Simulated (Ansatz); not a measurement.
Input file:

```yaml
crystal:
  periodic: [false, false, false]
  atoms:
    - {symbol: N, position_ang: [-0.000016, 0.326062, 1.266627]}
    - {symbol: Ge, position_ang: [-0.000086, 0.061509, -0.414415]}
    - {symbol: Si, position_ang: [-0.000029, 0.142837, -2.673809]}
    - {symbol: H, position_ang: [0.000131, -0.530408, 1.821597]}
basis:
  gaussian: {orbitals: cc-pVDZ}
correlation: {method: fic_mrcisd_q, electrons: outside_noble_gas, active_space: {window: {electrons: 8, orbitals: 8}}}
```

```sh
$ ansatz run in.yaml --threads 1 --pin off --events-out ev --progress --plain --max-ram 2393MiB
```

Output:

```
694 factors; integrals over basis functions are off by at most 9.3e-4 eV
mean field evaluation 1: about -65823.7869 eV, gradient 4.0e1 eV
mean field evaluation 2: about -65823.7938 eV, gradient 4.0e1 eV
mean field evaluation 4: about -65828.3114 eV, gradient 4.1e0 eV
mean field evaluation 8: about -65828.4297 eV, gradient 2.0e-1 eV
mean field evaluation 16: about -65828.4303 eV, gradient 4.7e-2 eV
mean field evaluation 32: about -65828.2676 eV, gradient 4.1e0 eV
mean field -65828.43039009 eV, -2419.1501967232 hartree, gradient 2.0e-6 eV, S^2 0.000000; 6 other end points of the search recorded, 0 dependent functions left out; unrestricted orbitals would lower it
reference -65828.43039009 eV, -2419.1501967232 hartree; 27, 27 occupied and 37, 37 virtual orbitals, 694 factors
state -65832.13887099 eV, -2419.2864808824 hartree
contracted CI cycle   1: correlation 0.00000000 eV, 0.0000000000 hartree, residual 1.94e1 eV
contracted CI cycle   2: correlation -5.52445454 eV, -0.2030199596 hartree, residual 3.98e0 eV
contracted CI cycle   3: correlation -5.80538330 eV, -0.2133439012 hartree, residual 1.48e0 eV
contracted CI cycle   4: correlation -5.84835071 eV, -0.2149229245 hartree, residual 7.23e-1 eV
...
state -65832.13887099 eV, -2419.2864808824 hartree; corrected -65838.78965962 eV, -2419.5308928564 hartree
state -65831.67733567 eV, -2419.2695197722 hartree
...
state -65831.67733567 eV, -2419.2695197722 hartree; corrected -65838.81607159 eV, -2419.5318634786 hartree
state -65831.67733567 eV, -2419.2695197722 hartree; corrected -65838.81607159 eV, -2419.5318634786 hartree
state -65831.35903228 eV, -2419.2578223385 hartree
contracted CI cycle   1: correlation 0.00000000 eV, 0.0000000000 hartree, residual 2.21e1 eV
contracted CI cycle   2: correlation -6.32804892 eV, -0.2325515086 hartree, residual 4.16e0 eV
contracted CI cycle   3: correlation -6.60404069 eV, -0.2426940189 hartree, residual 1.20e0 eV
contracted CI cycle   4: correlation -6.62901220 eV, -0.2436117051 hartree, residual 4.24e-1 eV
contracted CI cycle   5: correlation -6.63212688 eV, -0.2437261676 hartree, residual 1.73e-1 eV
contracted CI cycle   6: correlation -6.63262131 eV, -0.2437443373 hartree, residual 7.09e-2 eV
contracted CI cycle   7: correlation -6.63270225 eV, -0.2437473118 hartree, residual 2.65e-2 eV
contracted CI cycle   8: correlation -6.63271405 eV, -0.2437477457 hartree, residual 1.03e-2 eV
contracted CI cycle   9: correlation -6.63271585 eV, -0.2437478116 hartree, residual 3.74e-3 eV
contracted CI cycle  10: correlation -6.63271610 eV, -0.2437478207 hartree, residual 1.42e-3 eV
state -65831.35903228 eV, -2419.2578223385 hartree; corrected -65838.79121468 eV, -2419.5309500040 hartree
state -65831.67733567 eV, -2419.2695197722 hartree; corrected -65838.81607159 eV, -2419.5318634786 hartree
WARN: the results are in doubt because another end's mean lies 0.462 eV lower, and its corrected mean 0.026 eV higher
Total energy: -65838.81607159 eV, -2419.5318634786 hartree
In doubt: another end's mean lies 0.462 eV lower, and its corrected mean 0.026 eV higher
```

Natural occupations: 1.9757 1.9630 1.9141 1.9051 0.0953 0.0949 0.0285 0.0233.

Ran on 1 thread of Intel Xeon Platinum 8259CL, shared host: 64 s wall, 0.34 GiB peak host memory.
